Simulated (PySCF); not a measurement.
Species: phosphorous acid, H₃O₃P.
Z-matrix (Å and degrees, PBE0-D3(BJ)/def2-SVP geometry), rows numbered from 1:
```
O 
P   1  1.6427
O   2  1.6448  1   97.65
O   2  1.6439  1   97.50  3    99.63
H   1  0.9649  2  110.32  3    91.92
H   3  0.9646  2  110.15  1  -163.39
H   4  0.9642  2  109.95  1   103.06
```

All values: PBE0/def2-SVPD (PySCF, non-relativistic), on one gas-phase PBE0-D3(BJ)/def2-SVP geometry that isn't relaxed in the solvent. The solvent is an IEF-PCM continuum (Bondi radii, 1.10 Å for H, scaled by 1.2), and excitations are vertical TDDFT with non-equilibrium linear response and a frozen core. Specific hydrogen bonds and non-electrostatic terms are outside this model.

Gas-phase singlets (H = HOMO, L = LUMO):

```csv
state,E (eV),λ (nm),f,leading configuration
S1,6.393,194,0.112,H→L 98%
S2,6.429,193,0.108,H→L+1 98%
S3,6.532,190,0.003,H→L+2 99%
S4,8.006,155,0.006,H→L+3 85%
S5,8.031,154,0.006,H→L+4 85%
```

**Question.** How does the list change in cyclohexane (ε = 2.017)?

**Answer.** 
```csv
state,E (eV),λ (nm),f,leading configuration,change by rank (eV)
S1,6.436,193,0.154,H→L 98%,+0.043
S2,6.474,192,0.151,H→L+1 98%,+0.045
S3,6.713,185,0.002,H→L+2 99%,+0.181
S4,8.118,153,0.032,H→L+3 84%,+0.112
S5,8.143,152,0.034,H→L+4 83%,+0.112
```

**Question.** The ground-state energy changes by -0.200 eV from gas to cyclohexane. By how much does the total energy of gas-phase S1 change?

**Answer.** E(S1) = E(S0) + excitation energy, so it changes by -0.200 + 0.043 = -0.157 eV: it is lowered less than the ground state, which is what a blue shift means. This is the vertical state, with the slow part of the continuum still set for S0.

**Question.** How do the frontier levels move from gas to cyclohexane?

**Answer.** 
```json
{"orbital": "LUMO+2", "gas (eV)": "0.46", "solvent (eV)": "0.65", "change (eV)": "+0.19", "Löwdin shares, gas": "O1 19 %, P2 18 %, O4 17 %, O3 13 %", "Löwdin shares, solvent": "P2 19 %, O1 19 %, O4 18 %, O3 15 %"}
{"orbital": "LUMO+1", "gas (eV)": "0.31", "solvent (eV)": "0.45", "change (eV)": "+0.14", "Löwdin shares, gas": "O3 30 %, P2 27 %, H6 13 %, O4 13 %", "Löwdin shares, solvent": "P2 30 %, O3 28 %, O4 14 %, O1 13 %"}
{"orbital": "LUMO", "gas (eV)": "0.27", "solvent (eV)": "0.41", "change (eV)": "+0.14", "Löwdin shares, gas": "P2 28 %, O4 24 %, O1 21 %, O3 11 %", "Löwdin shares, solvent": "P2 30 %, O4 23 %, O1 21 %, O3 11 %"}
{"orbital": "HOMO", "gas (eV)": "-7.23", "solvent (eV)": "-7.22", "change (eV)": "+0.01", "Löwdin shares, gas": "P2 47 %, O1 17 %, O3 17 %, O4 16 %", "Löwdin shares, solvent": "P2 47 %, O1 17 %, O3 17 %, O4 16 %"}
{"orbital": "HOMO-1", "gas (eV)": "-9.53", "solvent (eV)": "-9.52", "change (eV)": "+0.01", "Löwdin shares, gas": "O4 33 %, O3 32 %, O1 25 %", "Löwdin shares, solvent": "O4 33 %, O3 32 %, O1 25 %"}
{"orbital": "HOMO-2", "gas (eV)": "-10.17", "solvent (eV)": "-10.16", "change (eV)": "+0.01", "Löwdin shares, gas": "O1 56 %, O4 19 %, O3 11 %, P2 7 %", "Löwdin shares, solvent": "O1 57 %, O4 19 %, O3 11 %, P2 7 %"}
{"orbital": "HOMO-3", "gas (eV)": "-10.28", "solvent (eV)": "-10.26", "change (eV)": "+0.02", "Löwdin shares, gas": "O3 44 %, O4 35 %, P2 8 %, O1 7 %", "Löwdin shares, solvent": "O3 44 %, O4 35 %, P2 8 %, O1 7 %"}
```

The HOMO–LUMO gap goes from 7.51 to 7.63 eV.
